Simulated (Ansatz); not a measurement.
Input file:

```yaml
crystal:
  periodic: [false, false, false]
  atoms:
    - {symbol: Si, position_ang: [0.000000, 0.000000, 3.408935]}
    - {symbol: Al, position_ang: [0.000000, 0.000000, -0.907065]}
    - {symbol: H, position_ang: [0.000000, 0.000000, -2.501871]}
basis:
  gaussian: {orbitals: 6-31G}
correlation: {method: sc_nevpt2, electrons: valence, active_space: {window: {electrons: 2, orbitals: 3}}}
scf: {lower_state_search: light}
```

```sh
$ ansatz run in.yaml --threads 1 --pin off --events-out ev --progress --plain --max-ram 2393MiB
```

Output:

```
310 factors; integrals over basis functions are off by at most 1.5e-4 eV
mean field evaluation 1: about -14454.1664 eV, gradient 6.5e0 eV
mean field evaluation 2: about -14454.1671 eV, gradient 6.5e0 eV
mean field evaluation 4: about -14454.6568 eV, gradient 4.3e-1 eV
mean field evaluation 8: about -14454.6595 eV, gradient 2.8e-4 eV
mean field evaluation 16: about -14454.6595 eV, gradient 1.9e-3 eV
mean field evaluation 32: about -14428.8464 eV, gradient 2.3e1 eV
mean field evaluation 64: about -14454.6774 eV, gradient 4.7e-3 eV
mean field evaluation 96: about -14454.2859 eV, gradient 3.2e-1 eV
mean field -14454.65946996 eV, -531.1989378008 hartree, gradient 6.8e-7 eV, S^2 0.000000; 11 other end points of the search recorded, 0 dependent functions left out; unrestricted orbitals would lower it
reference -14454.65946996 eV, -531.1989378008 hartree; 14, 14 occupied and 14, 14 virtual orbitals, 310 factors
state -14455.33241210 eV, -531.2236679684 hartree
state -14455.33241210 eV, -531.2236679684 hartree; corrected -14456.32623330 eV, -531.2601902238 hartree
state -14455.22590046 eV, -531.2197537377 hartree
state -14455.22590046 eV, -531.2197537377 hartree; corrected -14456.42650516 eV, -531.2638751469 hartree
state -14455.22590046 eV, -531.2197537377 hartree; corrected -14456.42650516 eV, -531.2638751469 hartree
the orbitals are reached from a further start. From the first start the search ends at -14455.33236849 eV, -531.2236663657 hartree
WARN: the results are in doubt because another end's mean lies 0.107 eV lower, and its corrected mean 0.100 eV higher
Total energy: -14456.42650516 eV, -531.2638751469 hartree
In doubt: another end's mean lies 0.107 eV lower, and its corrected mean 0.100 eV higher
```

Ran on 1 thread of Arm Neoverse V1, shared host: 0.93 s wall, 0.16 GiB peak host memory.
